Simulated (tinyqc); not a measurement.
RKS/PBE0 in the sto-3g basis, for H2O, spin multiplicity 1, step by step. One step of it, computed by the program tinyqc.

Problem. Iteration 2: building the Kohn-Sham matrix. J_ij = sum D_kl (ij|kl), K_ij = sum D_kl (ik|jl); F = H + J - 0.125 K + V_xc; E = tr D H + tr D J / 2 - 0.0625 tr D K + E_xc + E_nn.

D after iteration 1, order 1O 1s, 1O 2s, 1O 2px, 1O 2py, 1O 2pz, 2H 1s, 3H 1s:
```
[[2.129698, -0.572172, 0.000000, -0.004592, -0.033677, 0.056003, 0.048400],
 [-0.572172, 2.518150, 0.000000, 0.031190, 0.200660, -0.243231, -0.206957],
 [0.000000, 0.000000, 2.000000, 0.000000, 0.000000, 0.000000, 0.000000],
 [-0.004592, 0.031190, 0.000000, 2.216547, 0.009053, -0.186278, 0.172306],
 [-0.033677, 0.200660, 0.000000, 0.009053, 2.098617, -0.129933, -0.127702],
 [0.056003, -0.243231, 0.000000, -0.186278, -0.129933, 0.044461, 0.011433],
 [0.048400, -0.206957, 0.000000, 0.172306, -0.127702, 0.011433, 0.036803]]
```

core Hamiltonian H = T + V (hartree), order 1O 1s, 1O 2s, 1O 2px, 1O 2py, 1O 2pz, 2H 1s, 3H 1s:
```
[[-32.740789, -7.617509, 0.000000, -0.002389, -0.017723, -2.001842, -1.642337],
 [-7.617509, -9.352248, 0.000000, -0.022599, -0.206637, -4.098013, -3.577068],
 [0.000000, 0.000000, -7.471782, 0.000000, 0.000000, 0.000000, 0.000000],
 [-0.002389, -0.022599, 0.000000, -7.653265, -0.011607, -2.287465, 2.076609],
 [-0.017723, -0.206637, 0.000000, -0.011607, -7.550406, -1.570395, -1.428879],
 [-2.001842, -4.098013, 0.000000, -2.287465, -1.570395, -5.290206, -1.510025],
 [-1.642337, -3.577068, 0.000000, 2.076609, -1.428879, -1.510025, -4.962911]]
```

Two-electron integrals (ij|kl) in chemists' order, unique and non-zero (hartree):
```
(11|11) 4.785065    (21|11) 0.741380    (21|21) 0.136873    (22|11) 1.118947
(22|21) 0.256633    (22|22) 0.817206    (31|31) 0.024477    (32|31) 0.037809
(32|32) 0.180518    (33|11) 1.115814    (33|21) 0.256684    (33|22) 0.817023
(33|33) 0.880159    (41|41) 0.024477    (42|41) 0.037809    (42|42) 0.180518
(43|43) 0.047444    (44|11) 1.115814    (44|21) 0.256684    (44|22) 0.817023
(44|33) 0.785270    (44|44) 0.880159    (51|51) 0.024477    (52|51) 0.037809
(52|52) 0.180518    (53|53) 0.047444    (54|54) 0.047444    (55|11) 1.115814
(55|21) 0.256684    (55|22) 0.817023    (55|33) 0.785270    (55|44) 0.785270
(55|55) 0.880159    (61|11) 0.196852    (61|21) 0.035999    (61|22) 0.066941
(61|33) 0.066818    (61|41) 0.001369    (61|42) 0.002549    (61|44) 0.067082
(61|51) 0.000901    (61|52) 0.001678    (61|54) 0.000174    (61|55) 0.066932
(61|61) 0.009589    (62|11) 0.444674    (62|21) 0.103114    (62|22) 0.359568
(62|33) 0.353768    (62|41) 0.006393    (62|42) 0.047344    (62|44) 0.365679
(62|51) 0.004208    (62|52) 0.031164    (62|54) 0.007840    (62|55) 0.358929
(62|61) 0.027571    (62|62) 0.190398    (63|31) 0.011197    (63|32) 0.063675
(63|43) 0.010017    (63|53) 0.006594    (63|63) 0.028258    (64|11) 0.254932
(64|21) 0.059925    (64|22) 0.223266    (64|33) 0.212973    (64|41) 0.014489
(64|42) 0.091848    (64|44) 0.240405    (64|51) 0.002167    (64|52) 0.018544
(64|54) 0.011464    (64|55) 0.216179    (64|61) 0.016784    (64|62) 0.143622
(64|64) 0.135475    (65|11) 0.167807    (65|21) 0.039445    (65|22) 0.146964
(65|33) 0.140188    (65|41) 0.002167    (65|42) 0.018544    (65|44) 0.145058
(65|51) 0.012623    (65|52) 0.075882    (65|54) 0.013223    (65|55) 0.155486
(65|61) 0.011048    (65|62) 0.094539    (65|64) 0.070575    (65|65) 0.074714
(66|11) 0.560079    (66|21) 0.131974    (66|22) 0.524151    (66|33) 0.502794
(66|41) 0.011308    (66|42) 0.112396    (66|44) 0.547066    (66|51) 0.007443
(66|52) 0.073984    (66|54) 0.029142    (66|55) 0.521976    (66|61) 0.035664
(66|62) 0.338034    (66|64) 0.291612    (66|65) 0.191952    (66|66) 0.774606
(71|11) 0.161043    (71|21) 0.029474    (71|22) 0.054887    (71|33) 0.054782
(71|41) -0.001135   (71|42) -0.002122   (71|44) 0.055007    (71|51) 0.000747
(71|52) 0.001396    (71|54) -0.000148   (71|55) 0.054880    (71|61) 0.007718
(71|62) 0.021837    (71|64) 0.012068    (71|65) 0.008760    (71|66) 0.027833
(71|71) 0.006430    (72|11) 0.385284    (72|21) 0.089444    (72|22) 0.314586
(72|33) 0.309297    (72|41) -0.005600   (72|42) -0.042481   (72|44) 0.320162
(72|51) 0.003685    (72|52) 0.027959    (72|54) -0.007151   (72|55) 0.314003
(72|61) 0.023101    (72|62) 0.135751    (72|64) 0.069902    (72|65) 0.065818
(72|66) 0.199870    (72|71) 0.019625    (72|72) 0.148969    (73|31) 0.009437
(73|32) 0.054652    (73|43) -0.008864   (73|53) 0.005834    (73|63) 0.019140
(73|73) 0.021423    (74|11) -0.229435   (74|21) -0.053962   (74|22) -0.202681
(74|33) -0.193450   (74|41) 0.012403    (74|42) 0.080629    (74|44) -0.217974
(74|51) -0.001952   (74|52) -0.017097   (74|54) 0.010307    (74|55) -0.196394
(74|61) -0.013306   (74|62) -0.073790   (74|64) -0.019334   (74|65) -0.034893
(74|66) -0.095888   (74|71) -0.012372   (74|72) -0.116578   (74|74) 0.111617
(75|11) 0.151003    (75|21) 0.035515    (75|22) 0.133394    (75|33) 0.127319
(75|41) -0.001952   (75|42) -0.017097   (75|44) 0.131792    (75|51) 0.010722
(75|52) 0.065904    (75|54) -0.011808   (75|55) 0.140924    (75|61) 0.009585
(75|62) 0.067502    (75|64) 0.034009    (75|65) 0.051362    (75|66) 0.108940
(75|71) 0.008143    (75|72) 0.076726    (75|74) -0.059362   (75|75) 0.060492
(76|11) 0.152090    (76|21) 0.035555    (76|22) 0.133503    (76|33) 0.130745
(76|41) -0.000072   (76|42) -0.000802   (76|44) 0.133711    (76|51) 0.002370
(76|52) 0.020512    (76|54) -0.000201   (76|55) 0.135913    (76|61) 0.009382
(76|62) 0.068219    (76|64) 0.043924    (76|65) 0.038222    (76|66) 0.121008
(76|71) 0.007705    (76|72) 0.061241    (76|74) -0.041794   (76|75) 0.035337
(76|76) 0.029668    (77|11) 0.519498    (77|21) 0.122565    (77|22) 0.493711
(77|33) 0.473661    (77|41) -0.010090   (77|42) -0.104940   (77|44) 0.515205
(77|51) 0.006641    (77|52) 0.069066    (77|54) -0.027342   (77|55) 0.491656
(77|61) 0.031541    (77|62) 0.215744    (77|64) 0.097852    (77|65) 0.114539
(77|66) 0.330890    (77|71) 0.027144    (77|72) 0.292062    (77|74) -0.261008
(77|75) 0.171782    (77|76) 0.121008    (77|77) 0.774606
```

nuclear repulsion = 9.34032931 hartree

V_xc (hartree), order 1O 1s, 1O 2s, 1O 2px, 1O 2py, 1O 2pz, 2H 1s, 3H 1s:
```
[[-2.334941, -0.326762, 0.000000, -0.000078, -0.000660, -0.087466, -0.071555],
 [-0.326762, -0.647668, 0.000000, 0.000063, -0.000144, -0.254338, -0.219363],
 [0.000000, 0.000000, -0.644250, 0.000000, 0.000000, 0.000000, 0.000000],
 [-0.000078, 0.000063, 0.000000, -0.642266, 0.000269, -0.144774, 0.128910],
 [-0.000660, -0.000144, 0.000000, 0.000269, -0.643090, -0.094957, -0.084482],
 [-0.087466, -0.254338, 0.000000, -0.144774, -0.094957, -0.266677, -0.080251],
 [-0.071555, -0.219363, 0.000000, 0.128910, -0.084482, -0.080251, -0.231918]]
```

E_xc = sum of w rho eps_xc = -7.73181616 hartree

Give: Coulomb J; exchange K; Kohn-Sham matrix F; total energy of this density.

Solution.

Coulomb J (hartree), order 1O 1s, 1O 2s, 1O 2px, 1O 2py, 1O 2pz, 2H 1s, 3H 1s:
```
[[18.6597, 3.5602, 0.0000, 0.0003, 0.0033, 0.9358, 0.7665],
 [3.5602, 8.8337, 0.0000, -0.0002, 0.0004, 3.7812, 3.3007],
 [0.0000, 0.0000, 8.8294, 0.0000, 0.0000, 0.0000, 0.0000],
 [0.0003, -0.0002, 0.0000, 8.8222, -0.0008, 2.2998, -2.0846],
 [0.0033, 0.0004, 0.0000, -0.0008, 8.8263, 1.5131, 1.3711],
 [0.9358, 3.7812, 0.0000, 2.2998, 1.5131, 5.3014, 1.3746],
 [0.7665, 3.3007, 0.0000, -2.0846, 1.3711, 1.3746, 4.9770]]
```

exchange K (hartree), order 1O 1s, 1O 2s, 1O 2px, 1O 2py, 1O 2pz, 2H 1s, 3H 1s:
```
[[9.8490, 1.7192, 0.0000, 0.0002, 0.0013, 0.4731, 0.3894],
 [1.7192, 2.8803, 0.0000, 0.0011, 0.0123, 1.1517, 0.9963],
 [0.0000, 0.0000, 2.3695, 0.0000, 0.0000, 0.0000, 0.0000],
 [0.0002, 0.0011, 0.0000, 2.3730, -0.0013, 0.5672, -0.5070],
 [0.0013, 0.0123, 0.0000, -0.0013, 2.3702, 0.3691, 0.3274],
 [0.4731, 1.1517, 0.0000, 0.5672, 0.3691, 0.7266, 0.3383],
 [0.3894, 0.9963, 0.0000, -0.5070, 0.3274, 0.3383, 0.5635]]
```

Kohn-Sham matrix F (hartree), order 1O 1s, 1O 2s, 1O 2px, 1O 2py, 1O 2pz, 2H 1s, 3H 1s:
```
[[-17.6472, -4.5990, 0.0000, -0.0022, -0.0153, -1.2126, -0.9960],
 [-4.5990, -1.5262, 0.0000, -0.0229, -0.2079, -0.7151, -0.6202],
 [0.0000, 0.0000, 0.4171, 0.0000, 0.0000, 0.0000, 0.0000],
 [-0.0022, -0.0229, 0.0000, 0.2300, -0.0120, -0.2033, 0.1843],
 [-0.0153, -0.2079, 0.0000, -0.0120, 0.3365, -0.1984, -0.1831],
 [-1.2126, -0.7151, 0.0000, -0.2033, -0.1984, -0.3463, -0.2580],
 [-0.9960, -0.6202, 0.0000, 0.1843, -0.1831, -0.2580, -0.2882]]
```

total energy of this density = -73.924456 hartree
